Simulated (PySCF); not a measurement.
Gas-phase reaction: 2 BF₂ + F₂ → 2 BF₃

Method: PySCF energies plus ideal-gas RRHO corrections (1 bar). The comparison is the NASA 1993 polynomial table, which mixes measured and estimated data. After a fit of one offset per element over all species, the range-separated, M06-2X, PBE0/def2-QZVP and CCSD(T)/def2-TZVPP enthalpies, where run, lie to one side of the table for BF₂ (+92 kJ/mol): a fault of the table's entry, another state or a shared error of the levels is possible; this was not checked at source. † marks an energy on the PBE0/def2-TZVP geometry and frequencies; other levels use their own. MP2 and CCSD(T) freeze the core. Open shells (unrestricted): BF₂ (multiplicity 2); the rest are closed-shell singlets. B3LYP is the form with VWN-RPA correlation. For this reaction the table lies outside the span of B3LYP, CCSD(T), M06-2X, MP2, PBE0, r2SCAN, ωB97M-V, ωB97X-V in their largest bases here; which side is off was not settled. MP2 isn't extrapolated to the basis-set limit. CCSD(T) isn't extrapolated to the basis-set limit. The table's entry may be an old estimate for BF₂ (not checked at source).

```tsv
level	ΔH°(298 K), kJ
table	-1091.4
B3LYP/def2-TZVP†	(withheld)
CCSD(T)/def2-TZVPP†	(withheld)
MP2/def2-TZVPP†	-1299.2
PBE0/def2-SVP†	(withheld)
PBE0/def2-TZVP	-1242.8
r2SCAN/def2-TZVP†	-1231.9
```

### Question
Complete the blanks.

### Answer

- B3LYP/def2-TZVP†, ΔH°(298 K), kJ: -1239.0
- CCSD(T)/def2-TZVPP†, ΔH°(298 K), kJ: -1269.5
- PBE0/def2-SVP†, ΔH°(298 K), kJ: -1273.3
